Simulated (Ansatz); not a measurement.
```yaml
crystal:
  periodic: [false, false, false]
  atoms:
    - {symbol: Ge, position_ang: [0.000000, 0.000000, 0.000000]}
    - {symbol: Br, position_ang: [0.000000, 0.000000, 2.232000]}
basis:
  gaussian: {orbitals: def2-TZVP}
magnetization: {spin_polarized: true, initial_magnetization: 1}
hamiltonian: {xc: pbe0}
relax: {f_tol: 0.004, max_steps: 80}
```

```sh
$ ansatz run in.yaml --threads 1 --pin off --events-out ev --progress --plain --max-ram 2176MiB
```

Steps of the relaxation (energy above the last step; positions in Å, forces in eV/Å):

```
2
step 1, 62.9 meV
Ge    0.000    0.000    0.000    0.000    0.000   -1.419
Br    0.000    0.000    2.232    0.000    0.000    1.419
```

```
2
step 2, 0.3 meV
Ge    0.000    0.000   -0.044    0.000    0.000   -0.093
Br    0.000    0.000    2.276    0.000    0.000    0.093
```

```
2
step 3, 0.0 meV
Ge    0.000    0.000   -0.047    0.000    0.000   -0.005
Br    0.000    0.000    2.279    0.000    0.000    0.005
```

```
2
step 4, 0.0 meV
Ge    0.000    0.000   -0.047    0.000    0.000    0.000
Br    0.000    0.000    2.279    0.000    0.000    0.000
```

Close pairs at the end: Ge1–Br2 2.327 Å.

A stationary point of unrestricted PBE0 after 4 steps, with ⟨S²⟩ = 0.754 against 0.75 for a pure state. 25 s on 1 thread of Arm Neoverse V1, shared host.
